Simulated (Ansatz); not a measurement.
How far each method lies from full CI for SiH4, triplet

All five atoms lie in one plane.

Geometry: a point of a stretch scan, not a stationary point.

```xyz
5

Si    0.0002   -0.0192   -0.0191
H    -0.0178    1.6787    1.6671
H    -0.0163   -1.0969    1.0659
H     0.0167    1.0584   -1.1041
H     0.0117   -1.1043   -1.0967
```

Basis 6-31G; Ansatz 0.2.0. Correlated methods freeze the noble-gas cores, which leaves 8 electrons in 16 orbitals. Prefix R: restricted or restricted open-shell reference; prefix U: unrestricted. Active spaces: pair = (4e, 4o) about the gap; valence = (8e, 8o) chosen from the atoms' valence shells.

Full CI is exact within this basis and frozen core; it isn't the basis-set limit. The frozen core follows each run's orbitals, which can shift R against U totals by a few meV.

For open shells CISD and CISDTQ are restricted-active-space CI with the open shells as a complete middle space.

* UHF ⟨S²⟩: 2.016
* T1 diagnostic (RCCSD): 0.0206
* largest doubles amplitude (RCCSD): 0.082
* T1 diagnostic (UCCSD): 0.0211

| level | E − E(full CI) (kJ/mol) | share of correlation (%) | wall time |
| --- | --- | --- | --- |
| RHF | 224.8 | 0.00 | – |
| UHF | 218.3 | 2.87 | – |
| RMP2 | 75.9 | 66.22 | – |
| UMP2 | 75.4 | 66.48 | – |
| CISD | 12.4 | 94.49 | 0.57 s |
| RCCSD | 3.9 | 98.25 | – |
| UCCSD | 4.1 | 98.20 | – |
| RCCSD(T) | 1.3 | 99.41 | 0.59 s |
| UCCSD(T) | 1.4 | 99.38 | 0.54 s |
| BCCD(T) | 1.4 | 99.40 | 0.51 s |
| RCCSDT | 0.1 | 99.96 | – |
| UCCSDT | 0.1 | 99.96 | – |
| CISDTQ | 0.2 | 99.91 | 1.4 s |
| RCCSDT(Q) | 0.0 | 100.00 | 2.7 s |
| UCCSDT(Q) | 0.0 | 100.01 | 2.9 s |
| RCCSDTQ | 0.0 | 100.00 | 18 s |
| UCCSDTQ | 0.0 | 100.00 | 21 s |
| CASSCF (valence space) | 56.2 | 74.98 | – |
| NEVPT2 (valence space) | 16.3 | 92.74 | 2 s |
| MRCISD (valence space) | 1.8 | 99.20 | – |
| MRCISD+Q (valence space) | 1.0 | 99.57 | 2.6 s |

The correlation energy at full CI, counted from RHF, is -2.330 eV. That run took 3.7 s on 1 thread of Arm Neoverse V1, shared host over 795,200 determinants.

Run but not shown, since their state, orbitals or frozen core can't be matched to the reference's or they repeat it: CASSCF (pair space), NEVPT2 (pair space), MRCISD (pair space), MRCISD+Q (pair space).

Times hold each run's SCF and search for its determinant on a shared host, so for small cases they say little of a method's own cost; they ran on 1 thread of Arm Neoverse V1. Some runs computed forces too.

The full-CI state has the irrep B1 of C2v, in the program's axes.

Natural occupations of full CI about the gap: 1.968 1.949 1.932 1.002 0.995 0.077 0.032 0.022 0.006 0.005; effectively unpaired electrons, Σ n²(2−n)², 2.06.
